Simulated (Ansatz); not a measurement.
BH4OSi: where a starting geometry ends

The starting geometry of this gas-phase doublet was optimised with GFN2-xTB.

| atom | x (Å) | y (Å) | z (Å) |
| --- | --- | --- | --- |
| B | -0.5482 | -0.7192 | 1.9070 |
| O | -1.2483 | -0.7820 | 0.6652 |
| Si | 0.1080 | -0.3752 | -0.0912 |
| H | -0.1429 | -1.7194 | 2.3674 |
| H | -0.6357 | 0.2615 | 2.5450 |
| H | 0.6965 | -1.4623 | -0.8501 |
| H | 0.0984 | 0.9758 | -0.6192 |

**Question.** Predict what it relaxes into with PBE0-D3(BJ)/def2-SVP.

**Answer.** A bond breaks, leaving `BO[SiH2]`. Contacts that open: B1–Si3 (2.13 → 2.78 Å).

The energy falls by 0.88 eV over 29 steps:

```csv
step,E − E(last) (eV)
1,0.882
4,0.543
7,0.197
10,0.101
13,0.065
17,0.000
20,0.000
23,0.000
26,0.000
29,0.000
```

Final geometry (Å):

```xyz
7

B    -0.6047   -0.8038    2.1236
O     0.0283   -1.1576    0.9849
Si    0.5311   -0.2582   -0.3501
H    -0.8160   -1.6673    2.9452
H    -0.9487    0.3495    2.3020
H     0.5321   -1.1853   -1.5204
H    -0.3942    0.9019   -0.5612
```

No frequencies were run, so the end isn't proven a minimum. Open shells are spin-unrestricted. Run with Ansatz 0.2.0, 4.1 min on 1 thread of AMD EPYC (Zen 3) (shared host).
